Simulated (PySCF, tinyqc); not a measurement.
MP2 on RHF in the sto-3g basis, frozen core, for CH+, spin multiplicity 1, step by step. The lowest restricted solution is unstable here: a spin-polarised one lies 0.0111 hartree lower (PySCF). One step of it, computed by the program tinyqc.

Task: Iteration 1: building the Fock matrix. J_ij = sum D_kl (ij|kl), K_ij = sum D_kl (ik|jl); F = H + J - 0.5 K; E = tr D H + tr D J / 2 - 0.25 tr D K + E_nn.

D at the start:
```
            1C 1s      1C 2s    1C 2px    1C 2py     1C 2pz      2H 1s
1C 1s    2.139606  -0.578789  0.000000  0.000000  -0.049693   0.080487
1C 2s   -0.578789   2.391385  0.000000  0.000000   0.274843  -0.320729
1C 2px   0.000000   0.000000  0.000000  0.000000   0.000000   0.000000
1C 2py   0.000000   0.000000  0.000000  0.000000   0.000000   0.000000
1C 2pz  -0.049693   0.274843  0.000000  0.000000   2.285470  -0.378588
2H 1s    0.080487  -0.320729  0.000000  0.000000  -0.378588   0.094842
```

core Hamiltonian H = T + V (hartree):
```
             1C 1s      1C 2s     1C 2px     1C 2py     1C 2pz      2H 1s
1C 1s   -18.222977  -4.392703   0.000000   0.000000  -0.015295  -0.974919
1C 2s    -4.392703  -5.168857   0.000000   0.000000  -0.160404  -2.104812
1C 2px    0.000000   0.000000  -4.083268   0.000000   0.000000   0.000000
1C 2py    0.000000   0.000000   0.000000  -4.083268   0.000000   0.000000
1C 2pz   -0.015295  -0.160404   0.000000   0.000000  -4.198436  -1.784463
2H 1s    -0.974919  -2.104812   0.000000   0.000000  -1.784463  -3.187076
```

Two-electron integrals (ij|kl) in chemists' order, unique and non-zero (hartree):
```
(11|11) 3.541948   (21|11) 0.576921   (21|21) 0.111888   (22|11) 0.854682
(22|21) 0.205284   (22|22) 0.624709   (31|31) 0.020296   (32|31) 0.030858
(32|32) 0.137996   (33|11) 0.852436   (33|21) 0.205335   (33|22) 0.624568
(33|33) 0.672833   (41|41) 0.020296   (42|41) 0.030858   (42|42) 0.137996
(43|43) 0.036269   (44|11) 0.852436   (44|21) 0.205335   (44|22) 0.624568
(44|33) 0.600295   (44|44) 0.672833   (51|51) 0.020296   (52|51) 0.030858
(52|52) 0.137996   (53|53) 0.036269   (54|54) 0.036269   (55|11) 0.852436
(55|21) 0.205335   (55|22) 0.624568   (55|33) 0.600295   (55|44) 0.600295
(55|55) 0.672833   (61|11) 0.127466   (61|21) 0.024571   (61|22) 0.044997
(61|33) 0.044842   (61|44) 0.044842   (61|51) 0.001504   (61|52) 0.002799
(61|55) 0.045322   (61|61) 0.005518   (62|11) 0.304093   (62|21) 0.074007
(62|22) 0.247600   (62|33) 0.241678   (62|44) 0.241678   (62|51) 0.007049
(62|52) 0.048452   (62|55) 0.259212   (62|61) 0.016954   (62|62) 0.128354
(63|31) 0.007547   (63|32) 0.039733   (63|53) 0.009493   (63|63) 0.015832
(64|41) 0.007547   (64|42) 0.039733   (64|54) 0.009493   (64|64) 0.015832
(65|11) 0.258420   (65|21) 0.063708   (65|22) 0.226007   (65|33) 0.214605
(65|44) 0.214605   (65|51) 0.012840   (65|52) 0.080811   (65|55) 0.248570
(65|61) 0.015286   (65|62) 0.139186   (65|65) 0.164030   (66|11) 0.452859
(66|21) 0.112099   (66|22) 0.426109   (66|33) 0.403454   (66|44) 0.403454
(66|51) 0.013508   (66|52) 0.124362   (66|55) 0.470908   (66|61) 0.026065
(66|62) 0.278444   (66|65) 0.333613   (66|66) 0.774606
```

nuclear repulsion = 2.76814583 hartree

Give: Coulomb J; exchange K; Fock matrix F; total energy of this density.

Result:

Coulomb J (hartree):
```
          1C 1s    1C 2s  1C 2px  1C 2py   1C 2pz   2H 1s
1C 1s   10.5754   1.9839  0.0000  0.0000   0.0022  0.4378
1C 2s    1.9839   4.2301  0.0000  0.0000  -0.0072  1.6168
1C 2px   0.0000   0.0000  4.1797  0.0000   0.0000  0.0000
1C 2py   0.0000   0.0000  0.0000  4.1797   0.0000  0.0000
1C 2pz   0.0022  -0.0072  0.0000  0.0000   4.3150  1.4515
2H 1s    0.4378   1.6168  0.0000  0.0000   1.4515  2.6479
```

exchange K (hartree):
```
         1C 1s   1C 2s  1C 2px  1C 2py  1C 2pz   2H 1s
1C 1s   7.2286  1.2225  0.0000  0.0000  0.0006  0.2824
1C 2s   1.2225  1.6396  0.0000  0.0000  0.0000  0.5918
1C 2px  0.0000  0.0000  0.3906  0.0000  0.0000  0.0000
1C 2py  0.0000  0.0000  0.0000  0.3906  0.0000  0.0000
1C 2pz  0.0006  0.0000  0.0000  0.0000  1.6530  0.4811
2H 1s   0.2824  0.5918  0.0000  0.0000  0.4811  0.3954
```

Fock matrix F (hartree):
```
           1C 1s    1C 2s   1C 2px   1C 2py   1C 2pz    2H 1s
1C 1s   -11.2619  -3.0200   0.0000   0.0000  -0.0134  -0.6784
1C 2s    -3.0200  -1.7586   0.0000   0.0000  -0.1676  -0.7839
1C 2px    0.0000   0.0000  -0.0989   0.0000   0.0000   0.0000
1C 2py    0.0000   0.0000   0.0000  -0.0989   0.0000   0.0000
1C 2pz   -0.0134  -0.1676   0.0000   0.0000  -0.7100  -0.5735
2H 1s    -0.6784  -0.7839   0.0000   0.0000  -0.5735  -0.7369
```

total energy of this density = -36.965258 hartree
